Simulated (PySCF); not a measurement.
Cartesian coordinates in Å; atom numbers follow the order of the lines, from 1:
```xyz
14

C     1.9050   -0.2788   -0.2754
C     0.6342    0.3372    0.2841
C    -0.6288   -0.2746   -0.2902
C    -1.9031    0.3162    0.2655
F    -0.6220   -1.6354   -0.0213
H     1.9791   -0.1247   -1.3640
H     1.9204   -1.3625   -0.0903
H     2.8018    0.1601    0.1861
H     0.6102    1.4227    0.0895
H     0.6026    0.2163    1.3810
H    -0.6163   -0.1729   -1.3925
H    -1.9704    1.3885    0.0297
H    -2.7806   -0.1895   -0.1622
H    -1.9346    0.1979    1.3595
```

Geometry: PBE0-D3(BJ)/def2-SVP; GIAO absolute shieldings from PySCF, gas phase, non-relativistic, averaged over equivalent atoms.

At PBE0/cc-pVDZ (115 basis functions, 7.9 s wall time on 1 thread of an Arm Neoverse V1, shared host):
| atoms | σ (ppm) |
| --- | --- |
| C3 | 108.3 |
| C2 | 162.7 |
| C4 | 173.3 |
| C1 | 183.8 |
| F5 | 392.0 |
| H11 | 27.08 |
| H10 | 29.93 |
| H9 | 30.13 |
| H12/H13/H14 | 30.17 |
| H6/H7/H8 | 30.30 |

What do these become at B97-D/pcSseg-1?

Answers


```tsv
atoms	σ at B97-D/pcSseg-1	change
C3	86.1	-22.2
C2	144.2	-18.5
C4	155.1	-18.2
C1	165.7	-18.1
F5	370.2	-21.8
H11	27.02	-0.06
H10	30.00	+0.07
H9	30.17	+0.04
H12/H13/H14	30.13	-0.04
H6/H7/H8	30.28	-0.02
```

The largest change is at C3 (sp3 CH bonded to F). Cost: 130 basis functions, 21 s wall time on 1 thread of an Intel Xeon Platinum 8259CL, shared host. The order of the carbon signals is the same at both levels.
